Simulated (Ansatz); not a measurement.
**C4H5Cl: up Jacob's ladder to CCSD(T)**

How much do the methods differ for C4H5Cl? The plan is to run it at one geometry with functionals of several rungs and with coupled cluster. The yardstick is the atomisation energy at the CCSD(T) limit.

Method: functionals in def2-TZVPP, the program's frozen cores in correlated methods; program: Ansatz 0.2.0, Gaussian basis.

The runs, in order: PBE-D4, r2SCAN-D4, PBE0-D4, B3LYP-D4, ωB97X-V, ωB97M-V, B2PLYP; CCSD(T)/def2-TZVPP; MP2/def2-QZVPP; extrapolation to the limit.

## 1. Structure used throughout

All runs share one geometry, relaxed beforehand with PBE0-D4 in a triple-zeta def2 set.

10 atoms, charge 0, spin multiplicity 1.

Atoms are counted from 1 here; the program's logs count them from 0.

Bond lengths: C1–C2 1.298 Å, C1–H6 1.085 Å, C1–H7 1.085 Å, C2–C3 1.302 Å, C3–C4 1.488 Å, C3–H8 1.087 Å, C4–Cl5 1.795 Å, C4–H9 1.090 Å, C4–H10 1.088 Å. Angles: C2–C1–H6 121.0°, C2–C1–H7 121.3°, H6–C1–H7 117.7°, C1–C2–C3 179.5°, C2–C3–C4 122.9°, C2–C3–H8 119.7°, C4–C3–H8 117.4°, C3–C4–Cl5 111.2°, C3–C4–H9 111.5°, C3–C4–H10 111.5°, Cl5–C4–H9 105.6°, Cl5–C4–H10 107.1°, H9–C4–H10 109.6°.

## 2. PBE-D4 (GGA)

Contents of in.yaml:

```yaml
crystal:
  periodic: [false, false, false]
  atoms:
    - {symbol: C, position_ang: [0.161047, 1.051944, 1.835208]}
    - {symbol: C, position_ang: [-0.181480, 0.265807, 0.860187]}
    - {symbol: C, position_ang: [-0.520832, -0.516016, -0.124352]}
    - {symbol: C, position_ang: [0.113564, -0.444760, -1.468378]}
    - {symbol: Cl, position_ang: [0.976933, -1.969340, -1.860724]}
    - {symbol: H, position_ang: [0.941295, 0.769087, 2.534653]}
    - {symbol: H, position_ang: [-0.323572, 2.011800, 1.982223]}
    - {symbol: H, position_ang: [-1.298291, -1.261287, 0.022493]}
    - {symbol: H, position_ang: [-0.629566, -0.317601, -2.255412]}
    - {symbol: H, position_ang: [0.843902, 0.359266, -1.522998]}
basis:
  gaussian: {orbitals: def2-TZVPP}
hamiltonian: {xc: pbe, dispersion: d4}
output: {forces: true, orbitals: {seedname: orbitals}}
```

Command:

```bash
$ ansatz run in.yaml --threads 4 --pin off --events-out ev --progress --plain --max-ram 10444MiB
```

After this run come: r2SCAN-D4 (meta-GGA); PBE0-D4 (hybrid); B3LYP-D4 (hybrid); ωB97X-V (range-separated); ωB97M-V (range-separated); B2PLYP (double hybrid); CCSD(T) in def2-TZVPP; MP2 in def2-QZVPP.

**Question.** What will the summary of the whole plan be? Wanted: atomisation energy, CCSD(T)/CBS; farthest; mean size of error, hybrid; mean size of error, range-separated; gap, smallest and largest; T1 diagnostic; triples share of the correlation energy.

The runs gave:

| quantity | value |
| --- | --- |
| atomisation energy, CCSD(T)/CBS | 4081.9 kJ/mol |
| functionals within 20.4 kJ/mol (0.5 %) | B3LYP-D4, ωB97X-V |
| farthest | PBE-D4 (+152.1 kJ/mol) |
| mean size of error, hybrid | 41.8 kJ/mol |
| mean size of error, range-separated | 15.4 kJ/mol |
| gap, smallest and largest | 5.23 eV (PBE-D4), 11.97 eV (ωB97X-V) |
| T1 diagnostic | 0.0109 |
| triples share of the correlation energy | 4.5 % |

**Reading.** PBE-D4 misses by +152.1 kJ/mol. Double hybrids carry the basis error of their MP2 part in triple zeta, and no dispersion term here, so their miss is partly the set-up's. Misses under about 20.4 kJ/mol are within the doubt on the reference itself, which lacks core-valence correlation, relativity and higher excitations. Hartree-Fock recovers 74 % of the binding; the rest is correlation. Orbital gaps span 5.2 to 12.0 eV; exact exchange widens them.
